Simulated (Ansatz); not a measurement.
# Palladium, fcc: convergence with Methfessel-Paxton smearing

Computed with Ansatz, LDA, scalar-relativistic PAW, on the relaxed cell (a = 3.841 Å; non-magnetic). Errors count from a run at 420 eV on a Γ-centred 23×23×23 mesh with Fermi-Dirac smearing of 0.05 eV, extrapolated to zero width. Fixed here: cutoff 420 eV, mesh 14×14×14.

```csv
width (eV),E(σ→0) error (meV/atom),F error (meV/atom),P (GPa),SCF iterations
0.01,10.7,10.7,0.09,15
0.03,10.7,10.7,0.09,13
0.1,11.3,11.3,0.09,14
0.2,11.7,9.6,-0.07,24
0.3,9.1,3.8,-0.01,23
0.6,-8.2,-20.6,0.11,17
1.0,-34.1,-49.7,-0.17,15
```
